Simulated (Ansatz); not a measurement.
SiF₂. Total charge 0; singlet. Geometry relaxed at r2SCAN-D4/def2-TZVP.

```xyz
3

Si    0.3889    0.5605   -0.0389
F    -1.2083    0.4186   -0.0485
F     0.8194   -0.9790    0.0875
```

**Question.** Estimate the harmonic wavenumbers at RKS r2SCAN-D4/def2-TZVP (Ansatz, unscaled). Is this a minimum?

**Answer.** 340, 849, 866 cm⁻¹. Yes, no mode is imaginary beyond noise. Zero-point energy 12.3 kJ/mol. It took 3.1 s on 4 threads of Intel Xeon 6975P-C on a shared host.
